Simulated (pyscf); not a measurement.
PySCF, gas phase, ωB97X-D3(BJ)/def2-SVP geometries.

**Question.** Estimate the classical barrier height and the reaction energy of F–SnH₂–GeH₃ (SMILES [F][SnH2][GeH3]) + H₂ (SMILES [H][H]) → H₃Ge–SnH₃ (SMILES [GeH3][SnH3]) + HF (SMILES F) at ωB97M-D3(BJ)/def2-TZVP. The step runs on the singlet surface, breaks F–Sn, H–H and forms H–Sn, F–H; take the separated reactants as zero.

**Answer.** ΔE‡ = 1.52 eV, ΔE = +0.38 eV. Zero-point energy shifts the barrier by +0.09 eV. It is a four-centre exchange, with an imaginary mode of 1144i cm⁻¹. At the saddle there is also a short H–Sn contact that neither side keeps. One saddle was located; it need not be the lowest between these sides. Elements up to Kr have no core potential and no relativistic terms here. Elements past Kr carry the def2 core potentials, without spin-orbit coupling.
